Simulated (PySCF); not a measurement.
Ligands exchanged one at a time, Si F-OH. Isolated molecules, 0 K electronic values unless said otherwise. One relaxed conformer stands for each flexible species; it need not be the lowest. Strings in code marks are SMILES.

Computed with PySCF with TPSSh-D3(BJ)/def2-TZVP // B3LYP-D3(BJ)/def2-TZVP. Excitations are Tamm–Dancoff values on a coarser integration grid. The basis has no diffuse functions, so Rydberg states are missing or too high.

```json
[
 {"species": "0 of 4 F replaced by OH (`F[Si](F)(F)F`)", "T1 excitation (TDA) (eV)": "–", "HOMO–LUMO gap (eV)": "11.64", "S1–T1 gap (TDA) (eV)": "–", "S1 oscillator strength": "0.000"},
 {"species": "2 of 4 F replaced by OH (`O[Si](O)(F)F` (H–O–Si–F torsion 43°, F–Si–O–H torsion 85°))", "T1 excitation (TDA) (eV)": "8.10", "HOMO–LUMO gap (eV)": "9.05", "S1–T1 gap (TDA) (eV)": "0.36", "S1 oscillator strength": "0.003"},
 {"species": "3 of 4 F replaced by OH", "T1 excitation (TDA) (eV)": "___", "HOMO–LUMO gap (eV)": "8.78", "S1–T1 gap (TDA) (eV)": "___", "S1 oscillator strength": "___"},
 {"species": "4 of 4 F replaced by OH (`O[Si](O)(O)O`)", "T1 excitation (TDA) (eV)": "7.49", "HOMO–LUMO gap (eV)": "8.27", "S1–T1 gap (TDA) (eV)": "0.25", "S1 oscillator strength": "0.007"}
]
```

### Question
Complete the blanks.

### Answer

- 3 of 4 F replaced by OH, T1 excitation (TDA) (eV): 7.93
- 3 of 4 F replaced by OH, S1–T1 gap (TDA) (eV): 0.31
- 3 of 4 F replaced by OH, S1 oscillator strength: 0.009
